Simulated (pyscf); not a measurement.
`[NH]` [triplet] + `[F][SiH2][F]` -> `[NH][F]` [doublet] + `[F][SiH2]` [doublet], an atom transfer (triplet surface; F–Si broken, F–N formed). PySCF, gas phase, ωB97X-D3(BJ)/def2-SVP geometries. MP2 and CC: frozen core, UHF for open shells. ΔMP2 is the change of the MP2 total energy from the triple- to the quadruple-zeta basis. Energies in kcal/mol from the separated reactants.

AM1 to PM7: differences of heats of formation from MOPAC. Open shells are spin-unrestricted. 

**Question.** In single points PM6 puts the saddle at 89.2 kcal/mol and the reaction energy at +98.4 kcal/mol. Should these be trusted to within a few kcal/mol? Compare with CCSD(T)/def2-TZVPP + ΔMP2(QZVPP).

**Answer.** CCSD(T)/def2-TZVPP + ΔMP2(QZVPP) gives ΔE‡ = 100.9 kcal/mol and ΔE = +88.8 kcal/mol. PM6 lies 11.7 kcal/mol under it in the barrier and 9.5 kcal/mol over it in the reaction energy, so on this step it does not hold to within 3.0 kcal/mol. At PM6 this geometry lies under one side, so its ΔE‡ may be no barrier of that level. CCSD(T)/def2-TZVPP + ΔMP2(QZVPP) has limits of its own. •HN–F + F–SiH₂• also meet on a surface of lower spin, which isn't treated here. This is the saddle that the search found; another between the same sides may lie lower. The angle at the transferred F is 135°. The CCSD(T) − MP2 part came from Ansatz, without density fitting, on the same reference. A UHF reference is spin-contaminated (<S²> up to 2.15), which harms MP2 most.
